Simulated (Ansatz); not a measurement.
**NO2 (nitrogen dioxide) at UCCSD(T)/STO-3G**

Aim: the vertical doublet–quartet gap of NO2 (nitrogen dioxide) at UCCSD(T)/STO-3G, from 2 runs. 

The results are computed with Ansatz 0.2.0.

45 further runs of the same task are left out: 11 that didn't finish, 34 set aside as unsound or not needed.

**1. Starting point**

NO2 has 3 atoms, charge 0, and is taken as a doublet. SMILES: `[O]N=O`. Geometry: relaxed at PBE0-D4/def2-TZVP.

Bond lengths: O1–N2 1.183 Å, N2–O3 1.183 Å. Angles: O1–N2–O3 134.8°.

**2. A single-point energy at UCCSD(T)/STO-3G**

File input.yaml:

```yaml
crystal:
  periodic: [false, false, false]
  atoms:
    - {symbol: O, position_ang: [0.209760, -1.082190, 0.000620]}
    - {symbol: "N", position_ang: [-0.265470, -0.009110, -0.145890]}
    - {symbol: O, position_ang: [0.055690, 1.091300, 0.145270]}
basis:
  gaussian: {orbitals: STO-3G}
accuracy: high
magnetization: {spin_polarized: true, initial_magnetization: 1}
correlation: {method: ccsd_t, frozen_orbitals: {"N": 1, O: 1}}
scf: {omitted_lower_state_checks: [cluster_reference, increment]}
```

On the command line:

```
$ ansatz run input.yaml --threads 1 --pin off --max-ram 3480MiB --events-out events.jsonl --progress --plain --runs-dir runs
```

Output, cut to the lines that bear on the results:

```text
Warning: RAYON_NUM_THREADS=1 ignored (pool sized by the plan → 1); use --threads N
Functional definition: HF
  name "HF"
[...]
252 factors; integrals over basis functions are off by at most 4.3e-8 eV
[...]
mean field -5477.07198454 eV, -201.2786829391 hartree, gradient 1.3e-8 eV, S^2 1.184537; 13 other end points of the search recorded, 0 dependent functions left out
3 core orbitals not correlated: weight in the atoms' cores, before any rotation towards them, 1.000 or more for the frozen orbitals, at most 0.000 for the correlated occupied ones
reference -5477.07198454 eV, -201.2786829391 hartree; 9, 8 occupied and 3, 4 virtual orbitals, 252 factors
second order -3.70465183 eV of doubles, -0.00000000 eV of singles
cycle   1  -4.04646538 eV  change   -3.4e-1 eV  update   1.1e-1
[...]
cycle  32  -5.05479801 eV  change   -1.2e-9 eV  update  2.5e-10
perturbative correction -0.31439659 eV, -0.0115538615 hartree
Total energy: -5482.44117913 eV, -201.4759972010 hartree
Checks for a lower state left out: cluster_reference, increment
```

Run time: 0.69 s. Hardware: 1 thread of Arm Neoverse V1, shared host.

**3. The quartet, same level**

File molecule.yaml:

```yaml
crystal:
  periodic: [false, false, false]
  atoms:
    - symbol: O
      position_ang: [0.209760, -1.082190, 0.000620]
    - symbol: "N"
      position_ang: [-0.265470, -0.009110, -0.145890]
    - symbol: O
      position_ang: [0.055690, 1.091300, 0.145270]
basis:
  gaussian:
    orbitals: STO-3G
magnetization:
  spin_polarized: true
  initial_magnetization: 3
correlation:
  method: ccsd_t
  frozen_orbitals: {"N": 1, O: 1}
accuracy: high
scf:
  omitted_lower_state_checks: [cluster_reference, increment]
```

On the command line:

```
$ ansatz run molecule.yaml --threads 1 --pin off --max-ram 3480MiB --events-out events.jsonl --progress --plain --runs-dir runs
```

Output, cut to the lines that bear on the results:

```text
Warning: RAYON_NUM_THREADS=1 ignored (pool sized by the plan → 1); use --threads N
[... 2 set-up lines as earlier in the session ...]
[...]
252 factors; integrals over basis functions are off by at most 4.3e-8 eV
[...]
mean field -5475.40103903 eV, -201.2172768243 hartree, gradient 1.6e-8 eV, S^2 3.759661; 4 other end points of the search recorded, 0 dependent functions left out
3 core orbitals not correlated: weight in the atoms' cores, before any rotation towards them, 1.000 or more for the frozen orbitals, at most 0.000 for the correlated occupied ones
reference -5475.40103903 eV, -201.2172768243 hartree; 10, 7 occupied and 2, 5 virtual orbitals, 252 factors
second order -2.13245415 eV of doubles, -0.00000000 eV of singles
cycle   1  -2.53484998 eV  change   -4.0e-1 eV  update   6.8e-2
[...]
cycle  23  -2.93985821 eV  change   7.1e-10 eV  update   1.1e-9
perturbative correction -0.04705585 eV, -0.0017292707 hartree
Total energy: -5478.38795310 eV, -201.3270438917 hartree
Checks for a lower state left out: cluster_reference, increment
```

Wall time 0.45 s (1 thread of Arm Neoverse V1, shared host).

**4. What came out**

At UCCSD(T)/STO-3G, 3 core orbitals frozen:

| quantity | value |
| --- | --- |
| doublet: total energy | -201.47600 Eh |
| doublet: correlation energy (3 core orbitals frozen) | -197.3 mEh |
| doublet: (T) correction | -11.55 mEh |
| doublet: ⟨S²⟩ of the reference determinant | 1.185 |
| doublet: T1 diagnostic | 0.075 |
| quartet: total energy | -201.32704 Eh |
| quartet: correlation energy (3 core orbitals frozen) | -109.8 mEh |
| quartet: (T) correction | -1.73 mEh |
| quartet: ⟨S²⟩ of the reference determinant | 3.760 |
| quartet: T1 diagnostic | 0.026 |
| vertical energy of the quartet above the doublet | 4.053 eV |

What this shows: At this shape the quartet lies 4.05 eV (93 kcal/mol) above the doublet. In a minimal basis such a difference can be off by several eV, whatever the method. ⟨S²⟩ (doublet) is 1.18 where a pure doublet has 0.75: the reference is spin-contaminated. The T1 diagnostic (doublet) of 0.075 is above the customary mark for such species, so a single reference may not serve. The triples (doublet) make up 5.9 % of the correlation energy. The triples (quartet) make up 1.6 % of the correlation energy.
